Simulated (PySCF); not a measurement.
# BH3Cl− (SMILES [BH3-]Cl) at B3LYP/STO-6G

What is the vertical singlet–triplet gap of BH3Cl− at B3LYP/STO-6G? The job is set up through a Python script.

The calculation is run with PySCF 2.14.0.

16 further runs of the same task are left out: 1 that didn't finish, 15 set aside as unsound or not needed.

## Step 1: The molecule

BH3Cl− has 5 atoms, charge -1, and is taken as a singlet. SMILES: `[BH3-]Cl`. Geometry: relaxed at GFN2-xTB.

Bond lengths: B1–Cl2 1.873 Å, B1–H3 1.208 Å, B1–H4 1.208 Å, B1–H5 1.208 Å. Angles: Cl2–B1–H3 106.7°, Cl2–B1–H4 106.7°, Cl2–B1–H5 106.7°, H3–B1–H4 112.0°, H3–B1–H5 112.2°, H4–B1–H5 112.1°.

## Step 2: A single-point energy at B3LYP/STO-6G

job.py

```python
from pyscf import gto, dft

system = gto.M(
    atom='''
B      0.082390    -0.047870     0.135930
Cl    -0.845860     0.496450    -1.396970
H      1.223080    -0.254620    -0.203070
H     -0.460100    -1.051350     0.532730
H      0.000500     0.857390     0.931390
''',
    spin=0,
    verbose=3,
    charge=-1,
    max_memory=1860,
    basis='sto-6g',
)

mf = dft.RKS(system)
mf.xc = 'b3lyp'
mf.conv_tol = 1e-10
mf.grids.level = 5
mf.kernel()
if not mf.converged:
    mf = mf.newton().run(mf.mo_coeff, mf.mo_occ)

etot = mf.e_tot
print('Final energy', etot)
```

Command:

```bash
$ OMP_NUM_THREADS=1 python job.py
```

The program printed:

```text
converged SCF energy = -485.214935008604
Final energy -485.21493500860385
```

Wall time 2.5 s (1 thread of Intel Xeon Platinum 8488C (Sapphire Rapids), shared host); peak memory 0.19 GiB.

## Step 3: The triplet at the same level

geometry.xyz

```xyz
5
BClH3
B      0.082390    -0.047870     0.135930
Cl    -0.845860     0.496450    -1.396970
H      1.223080    -0.254620    -0.203070
H     -0.460100    -1.051350     0.532730
H      0.000500     0.857390     0.931390
```

input.py

```python
from pyscf import gto, dft

mol = gto.M(
    atom='geometry.xyz',
    basis='sto-6g',
    charge=-1,
    max_memory=1860,
    spin=2,
    verbose=4,
)

mf = dft.UKS(mol)
mf.xc = 'b3lyp'
mf.grids.level = 5
mf.conv_tol = 1e-10
mf.kernel()
if not mf.converged:
    mf = mf.newton().run(mf.mo_coeff, mf.mo_occ)

etot = mf.e_tot
print('Final energy', etot)
```

Command:

```bash
$ OMP_NUM_THREADS=1 python input.py
```

The program printed:

```text
PySCF version 2.14.0

[... 53 lines left out ...]
[... the frontier-level lines of each cycle are left out ...]
[... 7 lines left out ...]
[... 11 lines left out ...]
[... 11 lines left out ...]
[... 11 lines left out ...]
[... 11 lines left out ...]
[... 11 lines left out ...]
[... 11 lines left out ...]
[... 5 lines left out ...]

cycle= 15 E= -484.795649423931  delta_E= -3.58e-08  |g|= 1.66e-05  |ddm|= 0.00268


cycle= 16 E= -484.795649424458  delta_E= -5.28e-10  |g|= 4.62e-06  |ddm|= 0.000122


cycle= 17 E= -484.795649424554  delta_E= -9.56e-11  |g|= 1e-06  |ddm|= 0.000177


Extra cycle  E= -484.795649424553  delta_E= 9.09e-13  |g|= 1.21e-06  |ddm|= 6.52e-06
converged SCF energy = -484.795649424553  <S^2> = 2.000712  2S+1 = 3.0004746
Final energy -484.7956494245529
```

Wall time 6.6 s (1 thread of Intel Xeon Platinum 8488C (Sapphire Rapids), shared host); peak memory 0.2 GiB.

## Step 4: Summary of results

At B3LYP/STO-6G:

| quantity | value |
| --- | --- |
| singlet: total energy | -485.21494 Eh |
| singlet: HOMO energy | 1.76 eV |
| singlet: LUMO energy | 15.01 eV |
| singlet: HOMO–LUMO gap (to an unbound level, set by the basis) | 13.24 eV |
| triplet: total energy | -484.79565 Eh |
| triplet: HOMO energy (highest over α and β) | 13.56 eV |
| triplet: ⟨S²⟩ | 2.001 |
| vertical energy of the triplet above the singlet | 11.409 eV |

**Reading.** At this shape the triplet lies 11.41 eV (1101 kJ/mol) above the singlet. For an anion a state so high probably lies above electron detachment. In a minimal basis such a difference can be off by several eV, whatever the method. The HOMO (singlet) lies at positive energy, 1.76 eV; only total energies tell whether the electron is bound. Mulliken charges (triplet) run from -0.30 on Cl2 to -0.10 on H4; they depend strongly on the basis. The HOMO (triplet) lies at positive energy, 13.56 eV; only total energies tell whether the electron is bound.
